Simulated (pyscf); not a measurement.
H₈Si₅ (SMILES [SiH]1=[SiH][SiH2][SiH2][SiH2]1) + H₂ (SMILES [H][H]) → H₁₀Si₅ (SMILES [SiH2]1[SiH2][SiH2][SiH2][SiH2]1), an addition across a multiple bond or ene-type step (singlet surface; H–H broken, H–Si, H–Si formed). Optimised with ωB97X-D3(BJ)/def2-SVP in PySCF. Energies in kcal/mol from the separated reactants.

GFN2-xTB: tblite. 

### Question
In single points GFN2-xTB puts the saddle at 41.2 kcal/mol and the reaction energy at -58.3 kcal/mol. Should these be trusted to within a few kcal/mol? Compare with ωB97M-D3(BJ)/def2-TZVP.

### Answer
ωB97M-D3(BJ)/def2-TZVP gives ΔE‡ = 25.8 kcal/mol and ΔE = -45.7 kcal/mol. GFN2-xTB lies 15.4 kcal/mol over it in the barrier and 12.6 kcal/mol under it in the reaction energy, so on this step it does not hold to within 3.0 kcal/mol. ωB97M-D3(BJ)/def2-TZVP has limits of its own. At the saddle there is also a short H–Si contact that neither side keeps. One saddle was located; it need not be the lowest between these sides.
